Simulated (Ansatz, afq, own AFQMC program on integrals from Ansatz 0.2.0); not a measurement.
Integrals from Ansatz 0.2.0, then the random walk in our own AFQMC program (afq).

```yaml
crystal:
  periodic: [false, false, false]
  atoms:
    - {symbol: S, position_ang: [0.000000, 0.000000, 0.000000]}
basis:
  gaussian: {orbitals: 6-31G}
magnetization: {spin_polarized: true, initial_magnetization: 2}
correlation: {method: ccsd_t, electrons: outside_noble_gas, hamiltonian_folder: ham}
```

```sh
$ ansatz run in.yaml --threads 1 --pin off --events-out ev --progress --plain --max-ram 16896MiB --backend cuda --devices 0, --max-vram 18GiB
```

Options of the walk:

```
--method phaseless --trial hf --walkers 4000 --populations 20 --least-time 40 --time-step 0.005 --steps-per-block 20 --equilibration-blocks 112 --max-blocks 4000 --target-error 0.00045 --factor-cut 1e-05 --start spin_pure --seed 3527 --taylor-order 6
```

Times are imaginary, in 1/Eh. The walk had a cap of 49 s. With eight or more populations the least sampling time is a fifth of least-time, and the error comes from their spread.

Log:

```
orbitals 8  electrons 4 2  factors 29 of 59
reference energy -397.47141421 Eh
CCSD correlation -0.02291625 Eh in 8 cycles, weight of the determinant in the CISD state 0.9853
energy of the start -397.471441 Eh
 block  time / (1/Eh)  mean weight  energy / Eh
     1     0.100  1.0001  -397.474941
     2     0.200  1.0001  -397.477927
     3     0.300  1.0002  -397.480583
     4     0.400  1.0002  -397.482591
     5     0.500  1.0001  -397.484218
    10     1.000  1.0001  -397.489563
    29     2.900  1.0001  -397.494307
    49     4.900  1.0000  -397.494601
    69     6.900  1.0000  -397.494915
    81     8.100  1.0000  -397.495215
    89     8.900  1.0000  -397.495163
   109    10.900  1.0001  -397.494740
   129    12.900  1.0000  -397.494398
   149    14.900  0.9999  -397.493558
   169    16.900  1.0001  -397.493940
   185    18.500  1.0000  -397.493292
   189    18.900  1.0000  -397.493445
error from the spread of 20 populations
energy -397.494068 +/- 0.000214 Eh
(rows thinned)
```

The run passed its tests (sampling time, drift between the halves within three errors, error under three times the target), which doesn't prove that it has relaxed.

Against this walk (error 5.8 meV) on the same determinant: CCSD(T) 12.2 meV lower, CCSDT(Q) 13.5 meV lower, CCSDTQ 13.4 meV lower, full CI 13.4 meV lower, a separate phaseless walk with a CISD trial and standard settings 13.6 ± 5.8 meV lower. The error is statistical and leaves out the bias of the constraint.

Cautions: constraint bias not in the error.

The walk took 10 s on 1 × NVIDIA H100 80GB HBM3 with 2 threads of AMD EPYC 7R13 Processor (Zen 3), on a shared host (the card was shared). The log's last line is the phaseless energy.

CCSDT and higher add their correlation energy to the determinant of the CCSD(T) run, since their own runs factorise the integrals more tightly (a shift of under 2 meV). A walk keeps the symmetry of its determinant, which the program's search chose and which needn't be the lowest solution, so a lower state of the same spin and another symmetry isn't excluded.
